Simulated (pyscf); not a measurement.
A first-order saddle from PySCF, ωB97X-D3(BJ)/def2-SVP:

```
O
H 1 0.9747
As 1 1.9882 2 122.35
H 3 1.5220 1 102.02 2 -119.50
H 3 1.5633 4 90.30 1 -77.83
As 1 1.9965 2 123.55 5 169.86
H 6 1.5243 1 102.19 2 -82.94
H 6 1.5635 7 90.69 1 -77.81
H 6 1.8426 7 84.54 8 140.23
```
Charge 0, spin multiplicity 1.

Surface: singlet, charge 0. Lowest wavenumbers (cm⁻¹): 527i, 117, 222, 286, 349.

**Question.** Name the species on either side of this saddle.

**Answer.** `[AsH3]` + `[OH][AsH2]` ⇌ `[OH][AsH2]` + `[AsH3]`, a four-centre exchange read from left to right: As–H, As–O broken and As–O, As–H formed. At ωB97M-D3(BJ)/def2-TZVP it lies +51.6 kcal/mol from the left side and +51.6 kcal/mol from the right (each side as separated species at their lowest minima found). The same reactants have a lower exit, to H₂As–AsH₂ + H₂O (barrier +37.0 kcal/mol at ωB97M-D3(BJ)/def2-TZVP, against +51.6 kcal/mol here). This is the saddle that the search found; another between the same sides may lie lower. Elements up to Kr have no core potential and no relativistic terms here.
